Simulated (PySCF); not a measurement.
**SiH2F2 (SMILES F[SiH2]F) at 5 levels**

We compute a comparison of 5 runs (HF/STO-3G, HF/6-31G, HF/def2-SVP, BLYP/6-31G, PBE0/def2-SVP) of SiH2F2. Input form: a Python script.

Program for the calculation: PySCF 2.14.0.

## (1) The molecule

SiH2F2: 5 atoms, total charge 0, spin state singlet. As SMILES, `F[SiH2]F`. Geometry: relaxed at PBE0-D4/def2-TZVP.

Bond lengths: F1–Si2 1.586 Å, Si2–F3 1.586 Å, Si2–H4 1.474 Å, Si2–H5 1.474 Å. Angles: F1–Si2–F3 108.0°, F1–Si2–H4 108.5°, F1–Si2–H5 108.5°, F3–Si2–H4 108.5°, F3–Si2–H5 108.5°, H4–Si2–H5 114.6°.

## (2) Energy and forces at HF/STO-3G (run 1)

The input, run.py:

```python
from pyscf import gto

molecule = gto.Mole()
molecule.atom = '''
F     -1.079010     0.538200     0.980720
Si    -0.005220    -0.000540    -0.054090
F      1.247630    -0.520590     0.766910
H     -0.590470    -1.138740    -0.786300
H      0.427070     1.121680    -0.907250
'''
molecule.charge = 0
molecule.max_memory = 1860
molecule.basis = 'sto-3g'
molecule.verbose = 4
molecule.build()

hf = molecule.RHF()
hf.conv_tol = 1e-10
hf.kernel()
if not hf.converged:
    hf = hf.newton().run(hf.mo_coeff, hf.mo_occ)

energy = hf.e_tot
print('E = %.10f Eh' % energy)
grad = hf.nuc_grad_method().kernel()
dip = hf.dip_moment()
pop, q = hf.mulliken_pop()
```

Launch:

```
$ OMP_NUM_THREADS=1 python run.py
```

The log of the run:

```text
PySCF version 2.14.0

[... 57 lines left out ...]
converged SCF energy = -482.868194020107
[... 12 lines left out ...]
Dipole moment(X, Y, Z, Debye): -0.12081, -0.01259, -1.25201
[... 27 lines left out ...]
charge of    4H =     -0.17054
```

Run time: 1.2 s. Hardware: 1 thread of Intel Xeon at 2.70GHz, shared host; peak memory 0.12 GiB.

## (3) Energy and gradient at HF/6-31G (run 2)

The input, run.py:

```python
import pyscf.grad
from pyscf import gto, scf

mol = gto.M(
    atom=[
    ('F', (-1.079010, 0.538200, 0.980720)),
    ('Si', (-0.005220, -0.000540, -0.054090)),
    ('F', (1.247630, -0.520590, 0.766910)),
    ('H', (-0.590470, -1.138740, -0.786300)),
    ('H', (0.427070, 1.121680, -0.907250)),
],
    charge=0,
    max_memory=1860,
    basis='6-31g',
    verbose=4,
)

mf = scf.RHF(mol)
mf.conv_tol = 1e-10
mf.kernel()
if not mf.converged:
    mf = mf.newton().run(mf.mo_coeff, mf.mo_occ)

energy = mf.e_tot
print('Final energy', energy)
grad = mf.Gradients().kernel()
dip = mf.dip_moment()
pop, q = mf.mulliken_pop()
```

Launch:

```
$ OMP_NUM_THREADS=1 python run.py
```

The log of the run:

```text
PySCF version 2.14.0

[... 57 lines left out ...]
converged SCF energy = -488.947395485312
Final energy -488.9473954853115
[... 11 lines left out ...]
Dipole moment(X, Y, Z, Debye): -0.26558, -0.02769, -2.75239
[... 41 lines left out ...]
charge of    4H =     -0.21207
```

Wall time 1.7 s (1 thread of Intel Xeon at 2.70GHz, shared host); peak memory 0.12 GiB.

Runs 3 to 4 aren't shown in full; the table further down has their settings and results.

## (4) Energy and forces at PBE0/def2-SVP (run 5)

The input, job.py:

```python
# F[SiH2]F
import pyscf.grad
from pyscf import gto, dft

molecule = gto.M(
    atom='''
F       -1.079010       0.538200       0.980720
Si      -0.005220      -0.000540      -0.054090
F        1.247630      -0.520590       0.766910
H       -0.590470      -1.138740      -0.786300
H        0.427070       1.121680      -0.907250
''',
    basis='def2-svp',
    max_memory=1860,
    verbose=4,
    spin=0,
)

mf = dft.RKS(molecule, xc='pbe0')
mf.conv_tol = 1e-10
mf.grids.level = 5
mf.kernel()
if not mf.converged:
    mf = mf.newton().run(mf.mo_coeff, mf.mo_occ)

e_final = mf.e_tot
print('E(%s) = %.9f' % ('PBE0', e_final))
grad = mf.Gradients().kernel()
mf.analyze()
```

Launch:

```
$ OMP_NUM_THREADS=1 python job.py
```

The log of the run:

```text
PySCF version 2.14.0

[... 88 lines left out ...]
DFT Exchange-Correlation Energy =      -42.378737103522525
[... 9 lines left out ...]
MO #8   energy= -1.2208088740099   occ= 2
[... 7 lines left out ...]
MO #16  energy= -0.429792406974392 occ= 2
[... 7 lines left out ...]
MO #24  energy= 0.42764301783941   occ= 0
[... 7 lines left out ...]
MO #32  energy= 0.872539477835864  occ= 0
[... 7 lines left out ...]
MO #40  energy= 1.53819090131801   occ= 0
[... 7 lines left out ...]
MO #48  energy= 3.0552424978854    occ= 0
[... 7 lines left out ...]
MO #56  energy= 3.60922864760039   occ= 0
[... 64 lines left out ...]
Dipole moment(X, Y, Z, Debye): -0.14083, -0.01466, -1.45923
```

Run time: 9.6 s. Hardware: 1 thread of Intel Xeon at 2.70GHz, shared host; peak memory 0.57 GiB.

## (5) Overview of the runs

| run | level | integration grid | energy (Eh) | dipole moment (D) | HOMO energy (eV) | LUMO energy (eV) | wall time |
| --- | --- | --- | --- | --- | --- | --- | --- |
| 1 | HF/STO-3G | – | -482.868194 | 1.26 | -10.35 | 13.01 | 1.2 s |
| 2 | HF/6-31G | – | -488.947395 | 2.77 | -13.92 | 3.69 | 1.7 s |
| 3 | HF/def2-SVP | – | -488.837663 | 1.80 | -13.64 | 4.45 | 2 s |
| 4 | BLYP/6-31G | 5 | -490.329313 | 2.07 | -8.27 | -0.16 | 8.1 s |
| 5 | PBE0/def2-SVP | 5 | -489.921595 | 1.47 | -9.78 | 0.97 | 9.6 s |

## (6) What came out

```
                       quantity          value
            run 5: total energy  -489.92159 Eh
           run 5: dipole moment         1.47 D
             run 5: HOMO energy       -9.78 eV
             run 5: LUMO energy        0.97 eV
           run 5: HOMO–LUMO gap       10.75 eV
run 5: largest force on an atom     1.026 eV/Å
```

**Reading.** The dipole moment (its size) runs from 1.26 D (HF/STO-3G) to 2.77 D (HF/6-31G). The HOMO–LUMO gap runs from 8.10 eV (BLYP/6-31G) to 23.37 eV (HF/STO-3G). The two ends differ in method and basis. Totals of different functionals can't be ranked against each other. In run 1 the basis is minimal, so the values are rough. All runs together took 23 s, the longest 9.6 s.
